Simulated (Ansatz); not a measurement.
hcp Be, treated with PBEsol (PAW; Ansatz, a quantum-chemistry and plane-wave program).

Settings: plane-wave cutoff 520 eV, 30×30×16 k mesh (along the axes of the cell as run), Fermi–Dirac smearing 0.05 eV, scalar-relativistic PAW data made under PBE.

Energies at three volumes about the minimum:

| V (Å³/atom) | E − E_lowest (meV/atom) |
|---|---|
| 7.681 | 1.25 |
| 7.837 | 0.00 |
| 7.994 | 1.18 |

### Question
Fit a parabola by hand: where is the minimum, and what is the bulk modulus?

### Answer
Slopes: (0.00 − 1.25)/(7.837 − 7.681) = -8.013 and (1.18 − 0.00)/(7.994 − 7.837) = 7.516 meV/Å³. Curvature E″ = 2 × (7.516 − (-8.013))/(7.994 − 7.681) = 99.227 meV/Å⁶. From the middle of the first interval, the slope vanishes at V0 = 7.7590 − (-8.013)/99.227 = 7.840 Å³/atom. B = V0 E″ = 7.840 × 99.227 meV/Å³ × 0.1602 GPa per meV/Å³ = 125 GPa. The full Birch–Murnaghan fit to all volumes gives V0 = 7.837 Å³/atom and B0 = 124 GPa.

Shape and atoms are relaxed at each volume.

Measured, for comparison: bulk modulus 117 GPa (room temperature, not corrected to a static lattice, sources range from 97.2 to 117; as tabulated in arXiv:2410.04971). Computed less measured: bulk modulus +6 % (+6 % to +28 % over the range). A static lattice is as a rule a little smaller and stiffer than an uncorrected measurement, which can account for part of this in the bulk modulus.
